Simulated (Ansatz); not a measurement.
Basis-set extrapolation for C$_{5}$H$_{8}$O, SMILES `C=C(C=O)CC` (PBE0-D4/def2-TZVP geometry, frozen core, Ansatz). Multiplicity 1, RHF reference.

```json
{"": "HF", "def2-TZVPP": "-268.942981", "def2-QZVPP": "-268.955148"}
{"": "MP2 correlation", "def2-TZVPP": "-1.055811", "def2-QZVPP": "-1.126294"}
{"": "CCSD(T) correlation", "def2-TZVPP": "-1.145898", "def2-QZVPP": "not run"}
```

Energies in hartree. Use E(X) = E(∞) + A·exp(−7.88·√X) for Hartree–Fock and E(X) = E(∞) + B·X^(−2.97) for correlation, with X = 3 and 4, and add CCSD(T) minus MP2 of the smaller set to the MP2 limit.

Question: What is the CCSD(T) energy at the basis-set limit?

Answer: HF limit: -268.955148 + (-0.012167) × 0.13774 = -268.95682. MP2 limit: -1.126294 + (-0.070483) × 0.74074 = -1.17850. Higher-order term: -1.145898 − (-1.055811) = -0.09009. Total: -270.22541 hartree, 358.5 kJ/mol below CCSD(T)/def2-TZVPP.
